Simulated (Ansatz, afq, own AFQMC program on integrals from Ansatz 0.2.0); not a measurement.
YClO, triplet: AFQMC among the cluster methods

```csv
atom,x (Å),y (Å),z (Å)
Y,0.0000,-0.3408,-0.4244
O,0.0000,1.1295,-1.8562
Cl,0.0000,0.3450,1.9018
```

Connectivity, by distances: O–Y–Cl.

Basis def2-TZVP with its core potentials. Only valence electrons are correlated. Ansatz 0.2.0 and our own AFQMC program on the same integrals; the CISD trial comes from CCSD amplitudes, and released means the phaseless constraint is let go. ± is one standard error of the sampling. No spin–orbit coupling. The metal's outer-core s and p shells are frozen, which shifts wave-function levels against functionals.

Determinant: UHF, the one that the program's search chose, which needn't be the lowest solution. The geometry is a PBE0/def2-TZVP stationary point of this or a neighbouring charge and spin state.

No full CI on the walks' own integrals is used here. The released AFQMC energy serves as the reference, which it does only where one determinant dominates, the energy is flat over the last release times and near the phaseless one (40 meV or 2 meV an electron, half that with transition metals). On small molecules, where full CI could be run and the noise was under 10 meV, such values lay within 10 meV of it in 19 cases of 20, a flattering rate, since the rule was set on those same cases; what remains of the bias isn't in the error bar.

Cautions: no spin-orbit coupling; outer-core shells of the metal frozen; another spin lies lower; the ph-AFQMC/CISD walk drifts between its halves (2.0 errors); the released value is read at 1.20 1/Eh, later times being too noisy (meV from the phaseless value at times in 1/Eh: -10 ± 6 at 0.24, -26 ± 9 at 0.60, -18 ± 10 at 1.20, -43 ± 14 at 1.80, -12 ± 27 at 2.60); released reference can be 30 meV off for metals.

- T1 diagnostic: 0.0196
- weight of the determinant in the CISD state: 0.854
- ⟨S²⟩ of the determinant: 2.007
- size of the correlated space: 16 electrons in 98 orbitals

Reference: AFQMC with the constraint released, correlation energy -12.526 ± 0.010 eV.

```csv
level,E − E(reference) (kJ/mol),share of correlation (%)
HF,1208.6 ± 0.9,0.00
MP2,119.2 ± 0.9,90.14
CCSD,48.7 ± 0.9,95.97
CCSD(T),3.8 ± 0.9,99.69
ph-AFQMC/HF,-3.3 ± 3.2,100.28
ph-AFQMC/CISD,1.8 ± 1.1,99.85
```

A walk keeps the symmetry of its determinant, which the program's search chose and which needn't be the lowest solution, so a lower state of the same spin and another symmetry isn't excluded. Released energies are given only where the last usable release times agree within the noise; a slower fall can still hide under it.
